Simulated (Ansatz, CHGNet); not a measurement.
# Zinc-blende GaSb, LA phonon frequency at L

Reference value: 153 cm⁻¹ (measured, temperature not stated, not corrected to a static lattice; as tabulated in Giannozzi et al., Phys. Rev. B (1991)).

### Question
What do CHGNet-r²SCAN, LDA, PBE, HSE06, Hartree–Fock give, and how far is each from the reference?

### Answer

```csv
level (code),value (cm⁻¹),cell (Å³/atom),difference (%)
CHGNet-r²SCAN,77,28.70,-50
LDA (Ansatz),154,27.65,+0.7
PBE (Ansatz),145,29.99,-5.2
HSE06 (Ansatz),156,28.92,+2.0
Hartree–Fock (Ansatz),171,30.14,+11.8
```

Once the reference is moved by up to 3.0 % (a margin picked here for doubts on the reference and the settings, and for temperature and zero-point motion) and values within 1.0 % count as equal, the nearest can be LDA (+0.7 %), HSE06 (+2.0 %) or PBE (-5.2 %). Farthest off among them: CHGNet-r²SCAN (-50 %).

The measured value isn't corrected to a static lattice, so vibrations enter the comparison.  LDA, PBE: the solid has no gap at this level, which affects its response. Each level is taken at its own relaxed cell. K meshes differ between the levels. Ansatz's density-functional and Hartree–Fock values are scalar-relativistic unless marked +SOC, with PAW data made under PBE.

Machine-learned potentials (CHGNet-r²SCAN) are trained on DFT data: a solid inside that data is no test of them.

Differences are worked out from the printed values.

Ansatz is a quantum-chemistry and plane-wave program.
